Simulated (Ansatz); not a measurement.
# One structure, 4 elements: Li3Sc, Na3Sc, K3Sc, Cs3Sc

Plane-wave DFT in Ansatz with scalar-relativistic PAW potentials, cutoff 420 eV, Γ-centred meshes chosen by cell and gap, Gaussian smearing with energies taken to zero width. Every cell was relaxed (cell and atoms) in a run of its own, within the symmetry of its start. Functional: PBE.

All members share space group Pm-3m and the same sites; only the element on one set of sites changes (Li, Na, K, Cs). Members needn't be the stable form of their composition. Energies over the elements, where given, are against the elements' standard states in the same functional (H₂, N₂, O₂ and halogens uncorrected, Hg as a solid). The first member:

Space group Pm-3m (No. 221). a = 4.405 Å, b = 4.405 Å, c = 4.405 Å, α = 90.00°, β = 90.00°, γ = 90.00°
| atom | site | symmetry | x | y | z |
| --- | --- | --- | --- | --- | --- |
| Li | 3c | 4/mm.m | 0.0000 | 0.5000 | 0.5000 |
| Sc | 1a | m-3m | 0.0000 | 0.0000 | 0.0000 |

| compound | V (Å³/atom) | a (Å) | energy over elements (eV/atom) |
| --- | --- | --- | --- |
| Li3Sc | 21.37 | 4.405 | 0.249 |
| Na3Sc | 31.81 | 5.030 | 0.422 |
| Cs3Sc | 73.81 | 6.659 | 0.707 |

Task: Predict the member with K.

Result: V (Å³/atom) 53.72, a (Å) 5.990, energy over elements (eV/atom) 0.626. Interpolating linearly in period between Na and Cs would give 45.81 Å³/atom (14.7 % too small), with 0.517 eV/atom over the elements. Over the whole series the volume grows at each step down the group; all are metallic on the mesh; none is bound against its elements in this structure, and Li comes closest.

Spin-orbit coupling is left out, which matters for the bands of heavy elements.